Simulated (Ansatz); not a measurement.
Task: a rigid scan of one bond angle of C2H5FS, SMILES CC(F)S, with Ansatz 0.2.0, Python API. Give the script and its output. Settings (for the species named): r2SCAN, def2-SVP basis, multiplicity 1.

```xyz
9

C     0.1791    0.5467   -0.7309
C     0.1913   -0.6546    0.1204
F     1.2139   -0.5279    0.9603
S    -1.2446   -0.8369    1.0874
H    -0.6946    0.5425   -1.4761
H     0.0309    1.5123   -0.1345
H     1.0903    0.7000   -1.3028
H     0.3941   -1.5255   -0.4990
H    -1.0719    0.1971    1.9581
```

`c2h5fs_bend.py`
```python
"""Energy of C2H5FS against one bond angle."""

from dataclasses import dataclass
import logging
import sys
import warnings

import ansatz
from ase import Atoms

logging.basicConfig(stream=sys.stdout, format="%(levelname)s:%(name)s:%(message)s")
log = logging.getLogger("run")
log.setLevel(logging.INFO)


@dataclass(frozen=True)
class Settings:
    basis_set: str = "def2-SVP"
    xc: str = "r2scan"
    fmax: float = 0.02


cfg = Settings()

warnings.simplefilter("ignore", ansatz.DeckWarning)

atoms = Atoms(["C", "C", "F", "S", "H", "H", "H", "H", "H"], positions=[
    (0.1791, 0.5467, -0.7309),
    (0.1913, -0.6546, 0.1204),
    (1.2139, -0.5279, 0.9603),
    (-1.2446, -0.8369, 1.0874),
    (-0.6946, 0.5425, -1.4761),
    (0.0309, 1.5123, -0.1345),
    (1.0903, 0.7, -1.3028),
    (0.3941, -1.5255, -0.499),
    (-1.0719, 0.1971, 1.9581),
])

# start the scan from a relaxed geometry
first = ansatz.Crystal.molecule_from_ase(atoms).calculation()
first = first.basis(gaussian=cfg.basis_set).functional(cfg.xc)
first = first.relax(force_tolerance=cfg.fmax, max_steps=80)
atoms.positions = first.run(threads=1, pin="off").report["positions_ang"]

rows = []
for angle in [90, 100, 110, 120, 135, 150, 165, 179]:
    bent = atoms.copy()
    bent.set_angle(1, 3, 8, angle, indices=[8])
    job = ansatz.Crystal.molecule_from_ase(bent).calculation()
    job = job.basis(gaussian=cfg.basis_set)
    job = job.functional(cfg.xc)
    rows.append((angle, job.run(threads=1, pin="off").report["free_energy_ev"]))
floor = min(e for _, e in rows)
for angle, e in rows:
    log.info(f"angle C1-S3-H8 = {angle:3d} deg   {1000 * (e - floor):9.1f} meV")
```

```console
$ python c2h5fs_bend.py
INFO:run:angle C1-S3-H8 =  90 deg         7.2 meV
INFO:run:angle C1-S3-H8 = 100 deg         0.0 meV
INFO:run:angle C1-S3-H8 = 110 deg       142.0 meV
INFO:run:angle C1-S3-H8 = 120 deg       413.9 meV
INFO:run:angle C1-S3-H8 = 135 deg      1020.0 meV
INFO:run:angle C1-S3-H8 = 150 deg      1775.3 meV
INFO:run:angle C1-S3-H8 = 165 deg      2485.9 meV
INFO:run:angle C1-S3-H8 = 179 deg      2819.4 meV
```

Caveats:
- The settings weren't tested for convergence.
- The scan is rigid, and the energies are electronic, in a modest basis. The zero is the lowest point of the grid, which needn't be the minimum.
- Wall time of the script: 63 s on 1 thread of Arm Neoverse V1, with other jobs on the host, peak memory 0.21 GiB.
